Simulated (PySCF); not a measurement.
**Property card for `[C-]#[S+]`**

Species: CS.
SMILES with atom numbers: `[C-:1]#[S+:2]`

From PBE0-D3(BJ)/def2-TZVP geometry optimisation, gas phase (PySCF):

```yaml
Point_group: C∞v
Rotational_constant_B_linear: 24.766 GHz
```

CAM-B3LYP/aug-cc-pVTZ ground state and vertical TDDFT (core frozen in the response) (PySCF):

```yaml
Dipole_moment: 1.96 D
HOMO_energy: -10.42 eV
LUMO_energy: -1.17 eV
HOMO–LUMO_gap: 9.25 eV
Lowest_singlet_excitation: 4.85 eV (256 nm, f = 0.012 summed over 2 states within 0.01 eV)
Strongest_line_among_the_10_lowest_singlet_transitions: S8 at 9.04 eV (137 nm, f = 0.507)
Lowest_triplet_excitation_Tamm–Dancoff: 3.35 eV
Static_isotropic_polarisability: 28.4 au
Electronic_spatial_extent_⟨r²⟩_about_the_centre_of_nuclear_charge: 79 bohr²
```

From B97-2/pcSseg-2 ground state and GIAO shieldings, non-relativistic (PySCF):

```yaml
13C_chemical_shifts_computed_TMS_as_zero_by_class: 455.4 (C1) ppm
Isotropic_shieldings_of_nuclei_other_than_C_and_H_by_class: -51 (S2) ppm
```

Monoisotopic mass from the formula: 43.9721 u.

The polarisability is 4.21 Å³ as a volume (1 au = 0.148185 Å³), or 1.29 au for each of the 22 electrons. In atomic units the dipole is 0.77 e·bohr (1 au = 2.5417 D). In wavenumbers S1 is 39100 cm⁻¹ (1 eV = 8065.54 cm⁻¹). The vertical singlet–triplet gap S1 − T1 is 1.50 eV (TDDFT singlet less Tamm–Dancoff triplet). S1 lies 4.40 eV below the HOMO–LUMO gap.

Isolated species at its PBE0-D3(BJ)/def2-TZVP geometry, gas phase.

For the TDDFT job (CAM-B3LYP/aug-cc-pVTZ), time: 2.6 s; peak memory 0.32 GiB. Hardware: Arm Neoverse N1, one thread, shared host.
